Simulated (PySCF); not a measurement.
## SF₂: bend–stretch map

These are results of PySCF, r2SCAN, basis S def2-TZVP, F def2-TZVP (no relativity, density fitting), not measurements.

Rigid scan from the singlet minimum (S–F 1.602 Å (×2); F–S–F 98.7°). Coordinate: rows scale both bonds, columns set the F–S–F angle. Energies in kJ/mol from the minimum.

Q: Give the energy map for rows 0.94, 0.97, 1.00, 1.03, 1.06, 1.10 and columns 90, 105, 120, 135, 150, 165, 180.

A: 
| scale \ angle | 90 | 105 | 120 | 135 | 150 | 165 | 180 |
| --- | --- | --- | --- | --- | --- | --- | --- |
| 0.94 | 48.2 | 37.6 | 78.2 | 146.8 | 226.2 | 295.2 | 323.6 |
| 0.97 | 19.3 | 11.7 | 49.4 | 112.4 | 185.6 | 249.5 | 276.0 |
| 1.00 | 9.5 | 4.0 | 38.6 | 96.3 | 163.5 | 222.4 | 247.1 |
| 1.03 | 14.4 | 10.3 | 41.9 | 94.5 | 156.0 | 210.3 | 233.0 |
| 1.06 | 30.4 | 27.2 | 55.9 | 103.8 | 160.1 | 209.8 | 230.8 |
| 1.10 | 64.5 | 61.9 | 86.9 | 129.1 | 179.1 | 223.5 | 242.2 |

Q: And the size of the dipole moment (D) on the same grid?

A: 
| scale \ angle | 90 | 105 | 120 | 135 | 150 | 165 | 180 |
| --- | --- | --- | --- | --- | --- | --- | --- |
| 0.94 | 0.64 | 0.25 | 0.09 | 0.33 | 0.42 | 0.30 | 0.00 |
| 0.97 | 0.94 | 0.55 | 0.19 | 0.08 | 0.22 | 0.18 | 0.00 |
| 1.00 | 1.23 | 0.83 | 0.46 | 0.16 | 0.03 | 0.08 | 0.00 |
| 1.03 | 1.50 | 1.09 | 0.71 | 0.38 | 0.14 | 0.02 | 0.00 |
| 1.06 | 1.75 | 1.34 | 0.94 | 0.58 | 0.30 | 0.11 | 0.00 |
| 1.10 | 2.05 | 1.64 | 1.22 | 0.83 | 0.49 | 0.22 | 0.00 |

The bond scale of lowest energy on the grid is 1.00 at 90°, 1.00 at 105°, 1.00 at 120°, 1.03 at 135°, 1.03 at 150°, 1.06 at 165°, 1.06 at 180°.
